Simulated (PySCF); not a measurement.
## Exercise with solution: oscillator strength and radiative lifetime

CH2O, SMILES O=C.

Geometry: r2SCAN-D4/def2-TZVPD.

TDA-PBE/def2-TZVPD (PySCF) puts the first singlet state with f over 0.02 at 6.17 eV (vertical), with the transition dipole (0.000, -0.467, 0.000) in atomic units.

Q: Find the oscillator strength, the wavelength and the radiative lifetime that this transition would have in vacuum if emission retraced absorption.

A: 
|μ|² = 0.2181 au, so |μ| = 1.19 D. ΔE = 6.17/27.211 = 0.2267 hartree. f = (2/3) ΔE |μ|² = 0.033 (the program prints 0.033).
λ = 1239.84/6.17 = 201 nm; ν = 49764 cm⁻¹.
Einstein's coefficient A = 0.6670 ν² f s⁻¹ (ν in cm⁻¹) = 5.4e7 s⁻¹, so τ = 1/A = 18 ns. This state is S2; the lower singlet has f = 0.000. The figure is the radiative limit of this one transition; relaxation, internal conversion, crossing to triplets and a medium change what is measured.
